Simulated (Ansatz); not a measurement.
Density of states of Ni₅O₆ (C2/m, a = 5.081 Å, b = 8.567 Å, c = 5.003 Å, α = 90.00°, β = 110.82°, γ = 90.00°), in states per eV and primitive cell, averaged over bins of 0.3 eV. Computed with DFT PBEsol, scalar-relativistic, plane waves, PAW (Ansatz 0.2.0).

Plane waves to 420 eV, a k mesh through Γ of 8×8×8 on the computed 11-atom cell and Gaussian smearing (0.10 eV); collinear spin from starting moments -1.1 -0.68 1.24 1.24 -0.68 0 0 0 0 0 0 μB.

The cell is relaxed at this level. The states (both spins) are summed by tetrahedra on a 12×12×12 mesh at the self-consistent density. Energies are bin centres; the table starts no lower than −8 eV and ends at 6 eV, or lower where the solved bands end.

It is a metal at this level.

```
E − E_F (eV) total Ni 3d down Ni 3d up O 2p down O 2p up Ni 4s up Ni 4s down
       -7.90   3.59        0.31      0.30       1.22     1.21      0.24        0.24
       -7.60   4.01        0.36      0.34       1.37     1.38      0.24        0.24
       -7.30   5.30        0.47      0.47       1.82     1.88      0.27        0.26
       -7.00   9.73        0.76      0.83       3.42     3.74      0.37        0.35
       -6.70   7.80        0.70      0.66       3.04     2.74      0.19        0.21
       -6.40   5.09        0.58      0.46       1.97     1.73      0.09        0.11
       -6.10   7.43        1.09      0.90       2.64     2.47      0.08        0.08
       -5.80  12.24        2.40      1.88       4.05     3.60      0.06        0.06
       -5.50  14.78        2.74      2.85       4.15     4.74      0.05        0.05
       -5.20  11.37        1.82      2.07       3.44     3.77      0.04        0.04
       -4.90   9.16        1.32      1.56       2.92     3.12      0.03        0.04
       -4.60   7.60        1.08      1.11       2.62     2.59      0.03        0.03
       -4.30   6.53        0.78      0.72       2.45     2.36      0.04        0.04
       -4.00   5.67        0.56      0.60       2.09     2.26      0.02        0.02
       -3.70   6.05        0.64      0.64       2.30     2.33      0.02        0.02
       -3.40   2.28        0.27      0.24       0.89     0.83      0.01        0.01
       -3.10   0.81        0.09      0.07       0.33     0.30      0.00        0.00
       -2.80   0.15        0.06      0.01       0.04     0.04      0.00        0.00
       -2.50   2.37        1.37      0.76       0.13     0.06      0.01        0.02
       -2.20   8.45        4.18      3.46       0.41     0.29      0.01        0.03
       -1.90  16.04        6.77      7.94       0.58     0.56      0.03        0.03
       -1.60  23.05       10.85      9.87       1.10     0.89      0.06        0.07
       -1.30  21.36        8.43      9.96       1.45     1.08      0.08        0.11
       -1.00  20.50        6.68     10.56       1.21     1.60      0.10        0.07
       -0.70  22.44       10.02      8.19       1.60     2.08      0.12        0.09
       -0.40   8.73        3.38      2.82       1.02     1.19      0.04        0.06
       -0.10   3.94        2.10      0.44       0.89     0.27      0.01        0.05
        0.20   4.31        2.09      0.65       1.14     0.20      0.03        0.02
        0.50   7.73        1.68      3.19       1.22     1.30      0.10        0.01
        0.80   3.84        0.74      1.78       0.24     0.89      0.03        0.01
        1.10   9.43        2.91      3.00       1.27     1.92      0.02        0.04
        1.40  10.59        3.39      3.01       1.93     2.03      0.02        0.02
        1.70   3.82        1.51      0.76       0.97     0.52      0.00        0.00
        2.00   0.00        0.00      0.00       0.00     0.00      0.00        0.00
        2.30   0.00        0.00      0.00       0.00     0.00      0.00        0.00
        2.60   0.00        0.00      0.00       0.00     0.00      0.00        0.00
        2.90   0.00        0.00      0.00       0.00     0.00      0.00        0.00
        3.20   0.00        0.00      0.00       0.00     0.00      0.00        0.00
        3.50   0.03        0.00      0.00       0.00     0.00      0.01        0.01
        3.80   0.12        0.00      0.00       0.00     0.00      0.03        0.03
        4.10   0.19        0.00      0.00       0.01     0.01      0.05        0.05
        4.40   0.26        0.00      0.00       0.01     0.01      0.07        0.07
        4.70   0.33        0.00      0.00       0.02     0.02      0.09        0.09
        5.00   0.42        0.00      0.00       0.03     0.03      0.12        0.12
        5.30   0.52        0.01      0.01       0.04     0.04      0.15        0.14
        5.60   0.64        0.01      0.01       0.05     0.05      0.18        0.18
```

The columns after the total are the main Löwdin projections on the occupied valence shells of the potentials; 3 others are left out. The rest of the total lies in those, in shells that are empty in the free atom, which aren't projected, and between the atoms.

Only this magnetic start was tried.

Whether Ni5O6 exists in this form wasn't checked.

Cost: 1 run of about 11 core-minutes, on Arm Neoverse V1 (shared hosts).